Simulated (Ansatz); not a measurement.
Born–Oppenheimer molecular dynamics of H₆NSi₂ (9 atoms, charge 0, multiplicity 2). It starts from a relaxed structure.

All numbers below come from Ansatz 0.2.0, UKS r2SCANh-D4/STO-3G.

- ensemble: NVT, Nosé–Hoover chain
- time step: 1 fs
- steps asked: 188
- set temperature: 400 K
- thermostat: time constant 100 fs, chain length 3 (defaults)
- seed: 566235

First frame:

```xyz
9
Properties=species:S:1:pos:R:3
Si -1.253 0.979 -0.819
N 0.317 0.534 -0.180
Si 0.627 -0.845 0.860
H -1.731 -0.248 -1.442
H -0.953 1.906 -1.904
H 0.933 1.342 0.031
H 2.030 -1.185 0.795
H -0.181 -1.943 0.392
H 0.301 -0.587 2.249
```

(1) How far do the bonds stretch over the last three quarters of this one trajectory? (Pairs bonded in most of those frames.)

## Answers

(1) 
| bond | mean (Å) | spread (Å) | shortest | longest |
| --- | --- | --- | --- | --- |
| Si1–N2 | 1.756 | 0.015 | 1.73 | 1.78 |
| Si1–H4 | 1.462 | 0.054 | 1.38 | 1.55 |
| Si1–H5 | 1.467 | 0.054 | 1.38 | 1.55 |
| N2–Si3 | 1.759 | 0.014 | 1.73 | 1.78 |
| N2–H6 | 1.040 | 0.012 | 1.02 | 1.06 |
| Si3–H7 | 1.446 | 0.012 | 1.42 | 1.47 |
| Si3–H8 | 1.447 | 0.032 | 1.39 | 1.50 |
| Si3–H9 | 1.459 | 0.055 | 1.37 | 1.54 |

Mean temperature of the second half: 298 K. The conserved energy stayed within 2.1 meV per atom of its start (net change 0.47 meV per atom), so the integration is sound. The mean temperature of the second half is 26 % below the set value. A run of 0.19 ps of so small a system gives no equilibrium averages. Limits of this set-up: minimal basis.

Time of the run: 10 min on 1 thread of Intel(R) Xeon(R) Platinum 8375C CPU @ 2.90GHz (Ice Lake), on a shared host, peak memory 0.17 GiB.
